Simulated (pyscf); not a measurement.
`[CH3][SiH]([CH3])[CH3]` → `[CH4]` + `[CH3][Si][CH3]` [singlet] (1,1-elimination; singlet surface; C–Si, H–Si broken, C–H formed). PySCF, gas phase, ωB97X-D3(BJ)/def2-SVP geometries. Energies in kJ/mol from the reactant's lowest minimum found.

```json
[
 {"level": "ωB97X-D3(BJ)/def2-TZVP", "barrier": "340.1", "reaction energy": "+240.6"},
 {"level": "PBE/def2-TZVP", "barrier": "___", "reaction energy": "___"},
 {"level": "B3LYP-D3(BJ)/def2-TZVP", "barrier": "315.2", "reaction energy": "+218.9"},
 {"level": "PBE0-D3(BJ)/def2-TZVP", "barrier": "312.2", "reaction energy": "+235.1"},
 {"level": "ωB97M-D3(BJ)/def2-TZVP", "barrier": "___", "reaction energy": "+220.4"},
 {"level": "HF/def2-TZVP", "barrier": "398.6", "reaction energy": "+214.6"}
]
```

### Question
Complete the blanks.

### Answer

- PBE/def2-TZVP, barrier: 285.5
- PBE/def2-TZVP, reaction energy: +214.3
- ωB97M-D3(BJ)/def2-TZVP, barrier: 325.3

The functionals in the table span 54.6 kJ/mol in this barrier, from PBE to ωB97X-D3(BJ)/def2-TZVP. H₃C–Si:–CH₃ [singlet] lies 30.9 kJ/mol over its isomer H₂C=CH–SiH₃ (electronic energy, ωB97M-D3(BJ)/def2-TZVP). One saddle was located; it need not be the lowest between these sides.
